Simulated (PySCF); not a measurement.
hydrogen chloride (ClH), SMILES Cl. Coordinates come from a PBE0-D3(BJ)/def2-TZVPD optimisation.

PySCF 2.14.0 with TDDFT-PBE/def2-TZVPD puts the lowest singlet excitations at 7.28, 7.28, 9.09, 9.09, 9.25, 9.25 eV and the lowest triplet (TDA) at 6.72 eV.

Problem. What are the lowest singlet roots from EOM-CCSD/aug-cc-pVDZ (PySCF 2.14.0)? (An estimate is asked for; the answer gives what the named calculation found.)

Solution. 7.83, 7.83, 10.13, 10.13, 10.63, 10.63 eV; triplets 7.36, 7.36, 9.68 eV. S1 differs by 0.56 eV (second minus first; roots are paired by order, and the bases may differ).
